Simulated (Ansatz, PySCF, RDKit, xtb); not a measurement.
# C4H11NO: which of the isomers drawn lies lowest?

A sample of isomers of C4H11NO is drawn. Aim: find which of them has the lowest free energy at 298.15 K, then its properties. The sample is small against all isomers, and the most stable one of this formula need not be in it.

Plan: many cheap relaxations first (GFN2-xTB), then density-functional screening, relaxation at B3LYP/def2-SVP, vibrations (at GFN2-xTB) and a final energy. The numbers are computed, not measured.

## 1. Possible bonding patterns

Isomers were taken from a list of plausible structures; this is a sample, not all of them. That gives 5 candidates.

```csv
label,SMILES,spin
c492,CC[C@@H](N)OC,singlet
c646,CO[C@@H](C)CN,singlet
c839,COC[C@@H](C)N,singlet
c956,COCCCN,singlet
c974,COC(C)(C)N,singlet
```

Candidates are built by distance geometry, with a force field where one applies, in up to four conformers (letters a to d).

Q: Predict the outcome of this search (final energies at CCSD(T)/def2-SVP + MP2/def2-TZVPP - MP2/def2-SVP).

| quantity | value |
| --- | --- |
| lowest structure found | COC(C)(C)N, singlet |
| next finalist | CC[C@@H](N)OC, singlet, 3.9 kcal/mol higher in G |
| share at equilibrium, among the finalists | 99.9 % |
| dipole moment (PBE0/def2-SVPD) | 1.24 D |
| HOMO energy (PBE0/def2-SVPD) | -7.15 eV |
| LUMO energy (PBE0/def2-SVPD) | 0.58 eV |
| HOMO–LUMO gap (PBE0/def2-SVPD) | 7.73 eV |
| lowest excitation (TD-PBE0/def2-SVPD) | 6.51 eV (f = 0.017) |
| strongest of the states computed, same level | 8.04 eV (f = 0.021) |
| lowest triplet excitation, same level, Tamm-Dancoff | 6.30 eV |
| vertical ionisation energy | 9.22 eV |
| vertical electron affinity | -1.69 eV (unbound: the value depends on the basis) |
| vertical triplet less singlet | +6.36 eV |

The lowest structure found is `COC(C)(C)N`. The margin of 3.9 kcal/mol over the next finalist is beyond the usual error of the last level; it says nothing of structures that weren't ranked. With 7 minima in the window unscreened, the next finalist need not be the second lowest, and margin and share hold for the finalists alone. GFN2-xTB, HF/STO-3G, r2SCAN-D4/def2-SVP, B3LYP/def2-SVP, HF/def2-SVP and MP2/def2-SVP already put its bonding pattern lowest among the structures in one piece. 7 minima inside the window were never screened. Lowest found is not proven lowest: the search is finite, and each finalist counts with one conformer. Only 5 drawn patterns were tried, so whole families of isomers are missing, and the result ranks only the part of this sample that was screened.
